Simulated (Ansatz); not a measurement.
**BNH4 (BH2(NH2)): methods side by side**

BNH4 has 6 atoms, charge 0, and is taken as a singlet. As SMILES, `[H]B([H])N`. The coordinates come from a GFN2-xTB relaxation.

```
atom    x (Å)    y (Å)    z (Å)
   B   0.3419   0.5951   0.0037
   H   1.3301   0.6743   0.6274
   H  -0.0786   1.4968  -0.6141
   N  -0.3454  -0.5987  -0.0039
   H  -1.1993  -0.7506  -0.5151
   H  -0.0488  -1.4170   0.5020
```

Quantity: the energy change with the B1–H2 bond stretched from 1.171 to 1.464 Å, in eV. The values are calculated.

```json
{"level": "BLYP/STO-3G (restricted)", "kind": "GGA", "program": "Ansatz", "value (eV)": "0.82", "less FCI/STO-3G": "-0.01", "CPU time (all runs)": "1.6 s"}
{"level": "PBE/STO-3G (restricted)", "kind": "GGA", "program": "Ansatz", "value (eV)": "0.84", "less FCI/STO-3G": "+0.01", "CPU time (all runs)": "1.6 s"}
{"level": "B3LYP/STO-3G (restricted)", "kind": "global hybrid", "program": "Ansatz", "value (eV)": "0.91", "less FCI/STO-3G": "+0.08", "CPU time (all runs)": "1.7 s"}
{"level": "wB97M-V/STO-3G (restricted)", "kind": "range-separated hybrid", "program": "Ansatz", "value (eV)": "0.95", "less FCI/STO-3G": "+0.12", "CPU time (all runs)": "26 s"}
{"level": "wB97X/STO-3G (restricted)", "kind": "range-separated hybrid", "program": "Ansatz", "value (eV)": "0.94", "less FCI/STO-3G": "+0.11", "CPU time (all runs)": "7 s"}
{"level": "CCSD(T)/STO-3G (restricted)", "kind": "coupled cluster or CI", "program": "Ansatz", "value (eV)": "0.83", "less FCI/STO-3G": "0.00", "CPU time (all runs)": "0.2 s"}
{"level": "CCSD/STO-3G (restricted)", "kind": "coupled cluster or CI", "program": "Ansatz", "value (eV)": "0.84", "less FCI/STO-3G": "+0.01", "CPU time (all runs)": "0.2 s"}
{"level": "CCSDT(Q)/STO-3G (restricted)", "kind": "coupled cluster or CI", "program": "Ansatz", "value (eV)": "0.83", "less FCI/STO-3G": "0.00", "CPU time (all runs)": "0.42 s"}
{"level": "FCI/STO-3G", "kind": "exact in the basis", "program": "Ansatz", "value (eV)": "0.83", "less FCI/STO-3G": "0.00", "CPU time (all runs)": "7.1 s"}
```

FCI/STO-3G is exact within its basis and frozen core, so for wave-function methods in that basis the difference is their error; functionals converge differently with the basis, so for them it is only a difference. The first shape isn't each level's own minimum. The values span 0.82 to 0.95 eV. All rows use very small basis sets, so even the best lies far from the true value. Times are those of the runs behind each value, whatever else they computed, on shared processors of several kinds: orders of magnitude only.
